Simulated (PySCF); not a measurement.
Species: C6H4.
InChI=1S/C6H4/c1-3-5-6-4-2/h1-2,5-6H/b6-5-

The closed-shell ground state was solved at several levels (PySCF, density fitting, gas phase, non-relativistic). Isolated species at its GFN2-xTB geometry, gas phase.

```csv
level,basis functions,HOMO (eV),LUMO (eV),gap (eV),dipole (D)
PBE0/pcSseg-1,122,-6.89,-1.69,5.20,0.10
B3LYP/pcJ-1,202,-6.66,-1.85,4.81,0.12
```

Q: Estimate the row for B3LYP/def2-SVPD, a basis of 152 functions; the other rows only guide the guess.

A: HOMO -6.68 eV, LUMO -1.89 eV, gap 4.79 eV, dipole 0.16 D.

Q: Over all these levels, which gives the widest orbital gap and which the narrowest?

A: PBE0/pcSseg-1 (global hybrid, 25 % exact exchange) has the widest, 5.20 eV, and B3LYP/def2-SVPD (global hybrid, 20 % exact exchange) the narrowest, 4.79 eV. Functional and basis both differ between the two, so the spread mixes both effects.

Q: How far do the dipole and the HOMO energy spread over the levels?

A: The dipole runs from 0.10 to 0.16 D (mean 0.12 D) and the HOMO from -6.89 to -6.66 eV.
